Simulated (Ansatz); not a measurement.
# AlClH₄Si (SMILES [SiH3][AlH][Cl]): one structure at several levels

One table from this session's results is given with a row withheld; the runs are named, their logs left out.

The runs use Ansatz 0.2.0, Gaussian basis; single points in def2-TZVPP.

Cores are frozen in the correlated methods.

### Starting geometry

SMILES `[SiH3][AlH][Cl]`, 7 atoms, charge 0, spin multiplicity 1.

Atoms are counted from 1 here; the program's logs count them from 0.

Bond lengths: Si1–Al2 2.465 Å, Si1–H4 1.536 Å, Si1–H5 1.544 Å, Si1–H6 1.245 Å, Al2–Cl3 2.098 Å, Al2–H7 1.527 Å. Angles: Al2–Si1–H4 106.5°, Al2–Si1–H5 108.8°, Al2–Si1–H6 122.8°, H4–Si1–H5 102.6°, H4–Si1–H6 117.1°, H5–Si1–H6 96.4°, Si1–Al2–Cl3 127.0°, Si1–Al2–H7 125.2°, Cl3–Al2–H7 105.1°.

Geometry (Å):

```
atom     x (Å)     y (Å)     z (Å)
 Si1  -0.99010   0.60840  -0.19480
 Al2   1.09570  -0.57100   0.38260
 Cl3   1.87530  -2.28580  -0.54100
  H4  -2.03890  -0.47670  -0.47960
  H5  -0.81620   1.27810  -1.57540
  H6  -1.37770   1.62810   0.40610
  H7   1.81370  -0.48170   1.72760
```

The first run:

Input file run/in.yaml:

```yaml
crystal:
  periodic: [false, false, false]
  atoms:
    - {symbol: Si, position_ang: [-0.990100, 0.608400, -0.194800]}
    - {symbol: Al, position_ang: [1.095700, -0.571000, 0.382600]}
    - {symbol: Cl, position_ang: [1.875300, -2.285800, -0.541000]}
    - {symbol: H, position_ang: [-2.038900, -0.476700, -0.479600]}
    - {symbol: H, position_ang: [-0.816200, 1.278100, -1.575400]}
    - {symbol: H, position_ang: [-1.377700, 1.628100, 0.406100]}
    - {symbol: H, position_ang: [1.813700, -0.481700, 1.727600]}
basis:
  gaussian: {orbitals: def2-TZVPP}
correlation: {method: ccsd_t}
output: {forces: true}
```

The command line of these runs was not kept.

Steps of the session up to this table: CCSD(T)/def2-TZVPP; PBE0-D4/def2-TZVPP; wB97M-V/def2-TZVPP; r2SCAN-D4/def2-TZVPP; PBE-D4/def2-TZVPP; revPBE-D4/def2-TZVPP; B97M-V/def2-TZVPP.

One table of the session follows, with a row left open; its other results are not shown here.

| method | RMS force component (eV/Å) | angle to CCSD(T) forces (°) | dipole (D) |
| --- | --- | --- | --- |
| CCSD(T) | 2.459 | reference | 1.70 |
| PBE0-D4 | 2.464 | 1.3 | 1.74 |
| wB97M-V | 2.430 | 1.1 | 1.75 |
| r2SCAN-D4 | 2.448 | 1.2 | 1.68 |
| PBE-D4 | 2.458 | 3.0 | 1.60 |
| revPBE-D4 | ? | ? | ? |
| B97M-V | 2.366 | 1.8 | 1.69 |

Q: Estimate the row for revPBE-D4 from the others.

As computed: RMS force component (eV/Å): 2.466; angle to CCSD(T) forces (°): 3.3; dipole (D): 1.59. In the column «RMS force component (eV/Å)» it is the highest.
